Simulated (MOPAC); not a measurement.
# C2H6N2O (SMILES [H]/N=C(/O)CN): PM6-ORG (COSMO methanol)

We compute a geometry optimisation of C2H6N2O. 

The calculation is run with MOPAC 23.2.5.

3 further runs of the same task are left out: 2 that didn't finish, 1 set aside as unsound or not needed.

## Step 1: The system as given

The species is C2H6N2O (11 atoms), meant as a singlet with charge 0. As SMILES, `[H]/N=C(/O)CN`. The shape is that of a GFN2-xTB optimisation. This is one conformer, not always the lowest. The run starts from this shape.

Bond lengths: N1–C2 1.262 Å, C2–O3 1.338 Å, C2–C4 1.520 Å, C4–N5 1.456 Å, N1–H6 1.014 Å, O3–H7 0.969 Å, C4–H8 1.094 Å, C4–H9 1.091 Å, N5–H10 1.016 Å, N5–H11 1.015 Å. Some angles: N1–C2–O3 118.9°, N1–C2–C4 127.9°, O3–C2–C4 113.0°, C2–C4–N5 112.2°, C2–N1–H6 115.3°, C2–O3–H7 108.7°, C2–C4–H8 109.6°, C2–C4–H9 109.2°, N5–C4–H8 108.1°, N5–C4–H9 108.4°.

## Step 2: A geometry optimisation at PM6-ORG (COSMO methanol)

Contents of calc.mop:

```
PM6-ORG EPS=32.6 LBFGS CYCLES=200 AUX(PRECISION=6) T=10M THREADS=1
C2H6N2O, PM6-ORG

N
C 1 r2
O 2 r3 1 a3
C 2 r4 1 a4 3 d4
N 4 r5 2 a5 1 d5
H 1 r6 2 a6 3 d6
H 3 r7 2 a7 1 d7
H 4 r8 5 a8 2 d8
H 4 r9 8 a9 5 d9
H 5 r10 4 a10 9 d10
H 5 r11 10 a11 4 d11

r2 1.262097
r3 1.338251
a3 118.948080
r4 1.519593
a4 127.898780
d4 -175.754920
r5 1.456410
a5 112.191010
d5 77.923190
r6 1.013692
a6 115.254760
d6 -179.935920
r7 0.969178
a7 108.672830
d7 1.046210
r8 1.094059
a8 108.071380
d8 120.942820
r9 1.090966
a9 109.354600
d9 -117.796470
r10 1.015568
a10 110.350950
d10 -176.738120
r11 1.014761
a11 107.776130
d11 -120.202930
```

The run is started by

```
$ mopac calc.mop
```

Q: Predict the results. Wanted: dipole moment; HOMO energy; LUMO energy; HOMO–LUMO gap; heat of formation.

Answer, from the run:

Level: PM6-ORG (COSMO methanol).

| quantity | value |
| --- | --- |
| dipole moment | 0.68 D |
| HOMO energy | -9.42 eV |
| LUMO energy | 0.70 eV |
| HOMO–LUMO gap | 10.12 eV |
| heat of formation | -39.7 kcal/mol |

What this shows: At the final geometry: Bond lengths: N1–C2 1.278 Å, C2–O3 1.359 Å, C2–C4 1.525 Å, C4–N5 1.458 Å, N1–H6 0.964 Å, O3–H7 0.953 Å, C4–H8 1.116 Å, C4–H9 1.116 Å, N5–H10 0.970 Å, N5–H11 0.971 Å. Some angles: N1–C2–O3 119.4°, N1–C2–C4 131.5°, O3–C2–C4 109.2°, C2–C4–N5 115.7°, C2–N1–H6 115.6°, C2–O3–H7 113.5°, C2–C4–H8 107.3°, C2–C4–H9 107.9°, N5–C4–H8 109.7°, N5–C4–H9 110.2°. The optimisation took 52 steps and changed the energy by -0.233 eV.
